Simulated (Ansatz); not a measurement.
Ansatz (a program for electronic structure) input (B3LYP-D3(BJ)/def2-TZVP):

Ansatz 0.2 input:
```yaml
crystal:
  periodic: [false, false, false]
  atoms:
    - {symbol: Li, position_ang: [-0.00000000, -0.00000000, -1.22205568]}
    - {symbol: F, position_ang: [0.00000000, 0.00000000, 0.40735189]}
basis:
  gaussian:
    orbitals: def2-TZVP
hamiltonian:
  xc: b3lyp
  dispersion: d3bj
total_charge: -1
magnetization: {spin_polarized: true, initial_magnetization: 1}
phonons: {temperatures: {t_min: 298.15, t_max: 298.15, t_step: 100}}
```

Output:

```
Functional definition: B3LYP
integrals: 0.00 GiB planned
285 factors; their error is unknown
mean field: 0.10 GiB planned
mean field evaluation 1: about -2859.3991 eV, gradient 1.2e2 eV
mean field evaluation 2: about -2845.1325 eV, gradient 1.7e2 eV
mean field evaluation 4: about -2924.3826 eV, gradient 7.8e0 eV
mean field evaluation 8: about -2924.7634 eV, gradient 8.8e-2 eV
mean field -2924.76342161 eV, -107.4830732682 hartree, gradient 7.3e-5 eV, S^2 0.750094; 0 other end points of the search recorded, 0 dependent functions left out
the calculation of the forces begins
reference -2924.76358204 eV, -107.4830791640 hartree; 7, 6 occupied and 38, 39 virtual orbitals, 285 factors
these checks for a lower state are left out or cut short: stability, starts, cluster_reference, orbital_swaps, neighbouring_geometries, increment
integrals: 0.00 GiB planned
285 factors; their error is unknown
mean field: 0.10 GiB planned
mean field evaluation 16: about -2924.7542 eV, gradient 3.7e-2 eV
mean field -2924.76342161 eV, -107.4830732682 hartree, gradient 6.1e-7 eV, S^2 0.750094; 0 other end points of the search recorded, 0 dependent functions left out
the calculation of the forces begins
reference -2924.76358204 eV, -107.4830791641 hartree; 7, 6 occupied and 38, 39 virtual orbitals, 285 factors
these checks for a lower state are left out or cut short: stability, starts, cluster_reference, orbital_swaps, neighbouring_geometries, increment
integrals: 0.00 GiB planned
285 factors; their error is unknown
mean field: 0.10 GiB planned
mean field -2924.76342161 eV, -107.4830732682 hartree, gradient 6.1e-7 eV, S^2 0.750094; 0 other end points of the search recorded, 0 dependent functions left out
the calculation of the forces begins
reference -2924.76358204 eV, -107.4830791641 hartree; 7, 6 occupied and 38, 39 virtual orbitals, 285 factors
these checks for a lower state are left out or cut short: stability, starts, cluster_reference, orbital_swaps, neighbouring_geometries, increment
integrals: 0.00 GiB planned
285 factors; their error is unknown
mean field: 0.10 GiB planned
mean field evaluation 32: about -2924.7634 eV, gradient 6.8e-6 eV
mean field -2924.76342161 eV, -107.4830732682 hartree, gradient 6.1e-7 eV, S^2 0.750094; 0 other end points of the search recorded, 0 dependent functions left out
the calculation of the forces begins
reference -2924.76358204 eV, -107.4830791641 hartree; 7, 6 occupied and 38, 39 virtual orbitals, 285 factors
these checks for a lower state are left out or cut short: stability, starts, cluster_reference, orbital_swaps, neighbouring_geometries, increment
integrals: 0.00 GiB planned
285 factors; their error is unknown
mean field: 0.10 GiB planned
mean field -2924.76342161 eV, -107.4830732682 hartree, gradient 6.1e-7 eV, S^2 0.750094; 0 other end points of the search recorded, 0 dependent functions left out
the calculation of the forces begins
reference -2924.76358204 eV, -107.4830791641 hartree; 7, 6 occupied and 38, 39 virtual orbitals, 285 factors
these checks for a lower state are left out or cut short: stability, starts, cluster_reference, orbital_swaps, neighbouring_geometries, increment
integrals: 0.00 GiB planned
285 factors; their error is unknown
mean field: 0.10 GiB planned
mean field -2924.76338532 eV, -107.4830719347 hartree, gradient 1.4e-6 eV, S^2 0.750094; 0 other end points of the search recorded, 0 dependent functions left out
the calculation of the forces begins
reference -2924.76354573 eV, -107.4830778295 hartree; 7, 6 occupied and 38, 39 virtual orbitals, 285 factors
these checks for a lower state are left out or cut short: stability, starts, cluster_reference, orbital_swaps, neighbouring_geometries, increment
integrals: 0.00 GiB planned
285 factors; their error is unknown
mean field: 0.10 GiB planned
mean field -2924.76338792 eV, -107.4830720304 hartree, gradient 1.5e-6 eV, S^2 0.750095; 0 other end points of the search recorded, 0 dependent functions left out
the calculation of the forces begins
reference -2924.76354839 eV, -107.4830779273 hartree; 7, 6 occupied and 38, 39 virtual orbitals, 285 factors
these checks for a lower state are left out or cut short: stability, starts, cluster_reference, orbital_swaps, neighbouring_geometries, increment
integrals: 0.00 GiB planned
285 factors; their error is unknown
mean field: 0.10 GiB planned
mean field evaluation 64: about -2924.7634 eV, gradient 6.1e-7 eV
mean field -2924.76342161 eV, -107.4830732682 hartree, gradient 6.1e-7 eV, S^2 0.750094; 0 other end points of the search recorded, 0 dependent functions left out
the calculation of the forces begins
reference -2924.76358204 eV, -107.4830791641 hartree; 7, 6 occupied and 38, 39 virtual orbitals, 285 factors
these checks for a lower state are left out or cut short: stability, starts, cluster_reference, orbital_swaps, neighbouring_geometries, increment
integrals: 0.00 GiB planned
285 factors; their error is unknown
mean field: 0.10 GiB planned
mean field -2924.76342161 eV, -107.4830732682 hartree, gradient 6.1e-7 eV, S^2 0.750094; 0 other end points of the search recorded, 0 dependent functions left out
the calculation of the forces begins
reference -2924.76358204 eV, -107.4830791641 hartree; 7, 6 occupied and 38, 39 virtual orbitals, 285 factors
these checks for a lower state are left out or cut short: stability, starts, cluster_reference, orbital_swaps, neighbouring_geometries, increment
integrals: 0.00 GiB planned
285 factors; their error is unknown
mean field: 0.10 GiB planned
mean field -2924.76342161 eV, -107.4830732682 hartree, gradient 6.1e-7 eV, S^2 0.750094; 0 other end points of the search recorded, 0 dependent functions left out
the calculation of the forces begins
reference -2924.76358204 eV, -107.4830791641 hartree; 7, 6 occupied and 38, 39 virtual orbitals, 285 factors
these checks for a lower state are left out or cut short: stability, starts, cluster_reference, orbital_swaps, neighbouring_geometries, increment
integrals: 0.00 GiB planned
285 factors; their error is unknown
mean field: 0.10 GiB planned
mean field -2924.76342161 eV, -107.4830732682 hartree, gradient 6.1e-7 eV, S^2 0.750094; 0 other end points of the search recorded, 0 dependent functions left out
the calculation of the forces begins
reference -2924.76358204 eV, -107.4830791641 hartree; 7, 6 occupied and 38, 39 virtual orbitals, 285 factors
these checks for a lower state are left out or cut short: stability, starts, cluster_reference, orbital_swaps, neighbouring_geometries, increment
integrals: 0.00 GiB planned
285 factors; their error is unknown
mean field: 0.10 GiB planned
mean field -2924.76338792 eV, -107.4830720304 hartree, gradient 1.5e-6 eV, S^2 0.750095; 0 other end points of the search recorded, 0 dependent functions left out
the calculation of the forces begins
reference -2924.76354839 eV, -107.4830779273 hartree; 7, 6 occupied and 38, 39 virtual orbitals, 285 factors
these checks for a lower state are left out or cut short: stability, starts, cluster_reference, orbital_swaps, neighbouring_geometries, increment
integrals: 0.00 GiB planned
285 factors; their error is unknown
mean field: 0.10 GiB planned
mean field evaluation 96: about -2924.7634 eV, gradient 6.7e-5 eV
mean field -2924.76338532 eV, -107.4830719347 hartree, gradient 1.4e-6 eV, S^2 0.750094; 0 other end points of the search recorded, 0 dependent functions left out
the calculation of the forces begins
reference -2924.76354573 eV, -107.4830778295 hartree; 7, 6 occupied and 38, 39 virtual orbitals, 285 factors
Total energy: -2924.77582899 eV, -107.4835292310 hartree
Atom 0 at    -0.000000    -0.000000    -1.222056 Å, force    -0.000000     0.000000    -0.000259 eV/Å
Atom 1 at     0.000000     0.000000     0.407352 Å, force     0.000000    -0.000000     0.000259 eV/Å
Dipole moment:     0.000000    -0.000000     0.854045 e Å
Vibrations: 773.91 cm⁻¹, zero-point energy 0.047976 eV
```
